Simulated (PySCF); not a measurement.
## Relaxation of quartet AlO2

Method: UPBE0/[Al def2-TZVP, O def2-TZVP], no relativity, density fitting, PySCF. A (50,194) grid was used.

A hand-made linear start, of D∞h symmetry, held to at least that symmetry:

```xyz
3
charge 0 multiplicity 4, angstrom
Al    0.0000    0.0000    0.0000
O     0.0000    0.0000    1.7000
O     0.0000    0.0000   -1.7000
```

Optimiser trace:
```csv
step,E − E(last) (kJ/mol),largest gradient (Eh/bohr)
0,13.10,0.03493
1,0.62,0.00673
2,0.02,0.00131
3,0.00,0.00007
```

It ends at D∞h with Al–O 1.782 Å (×2); O–Al–O 180.0°. A frequency run shows 2 imaginary modes (one degenerate set), down to 310i cm⁻¹, so it is a higher-order saddle point. Other isomers or separated fragments may lie lower.

Final geometry:
```xyz
3
charge 0 multiplicity 4, angstrom
Al    0.0000    0.0000    0.0000
O     0.0000    0.0000    1.7816
O     0.0000    0.0000   -1.7816
```

At this level a doublet minimum of C2v symmetry lies 158 kJ/mol below this structure.

The relaxation took 2.9 s on 4 threads of a shared Arm Neoverse V2 host, with 99 basis functions and 4 gradients; the process peaked at 0.51 GiB.
